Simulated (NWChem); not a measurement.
# Electron attachment to S (+1)

```xyz
1

S      0.0000     0.0000     0.0000
```
Charge +1, spin multiplicity 4.

The numbers come from NWChem runs, not from measurements.

Basis set: def2-TZVPD. The species with one electron more has spin multiplicity 3. Δ marks differences of total energies (open shells unrestricted). −ε marks an orbital energy of the parent. That orbital need not have the symmetry of the hole or added electron in the Δ rows.

B3LYP has NWChem's definition, with VWN1-RPA local correlation. The stability of the SCF solutions was not checked.

Problem. For the vertical electron affinity, −ε(beta LUMO) of PBE gives 14.68 eV and ΔTPSS gives 10.46 eV. What do −ε(beta LUMO) of B3LYP, G0W0@PBE0, −ε(beta LUMO) of TPSS give?

Solution. −ε(beta LUMO) of B3LYP: 13.98 eV; G0W0@PBE0: 10.08 eV; −ε(beta LUMO) of TPSS: 14.54 eV.
